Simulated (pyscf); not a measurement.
Optimised with ωB97X-D3(BJ)/def2-SVP in PySCF. Correlated levels are frozen-core, on RHF or UHF. ΔMP2 is the change of the MP2 total energy from the triple- to the quadruple-zeta basis.

SMILES: OP=[SiH2]
```xyz
6

O     -0.2250     0.4575    -0.8953
P      1.2410    -0.3577    -0.7890
Si     1.3699    -0.7147     1.2419
H     -0.3899     0.6722    -1.8212
H      2.5755    -1.4367     1.7151
H      0.3873    -0.3246     2.2827
```

How much does it cost (ΔH, 298 K, CCSD(T)/def2-TZVPP + ΔMP2(QZVPP)) to split `[OH][P]=[SiH2]` at its O–P bond into OH• + H₂Si=P•?

O–P to OH• + H₂Si=P•: 82.5 kcal/mol. The radicals are drawn with the spin at the cut bond; how far it spreads was not checked. HO–P=SiH₂ lies 32.1 kcal/mol over its isomer HO–SiH=PH, and others may lie lower still (electronic energy, ωB97M-D3(BJ)). Other isomers of H₂Si=P• were not searched in full and may lie lower. The CCSD(T) − MP2 part came from Ansatz, without density fitting, on the same reference. An open-shell T1 diagnostic exceeds 0.045. A UHF reference is spin-contaminated (<S²> up to 1.09), which harms MP2 most. Left out: the spin-orbit lowering of OH.
